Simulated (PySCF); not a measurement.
dichloromethane (CH2Cl2), SMILES ClCCl. Coordinates come from a PBE-D3(BJ)/def2-TZVP optimisation.

Computed equilibrium geometry at PBE-D3(BJ)/def2-TZVP (PySCF confirms it by a frequency run) as a Z-matrix, and its point group:
point group C2v.
```
C
H 1 1.0930
H 1 1.0930 2 111.86
Cl 1 1.7801 2 107.97 3 -118.67
Cl 1 1.7801 2 107.97 3 118.67
```
Charge 0, spin multiplicity 1.
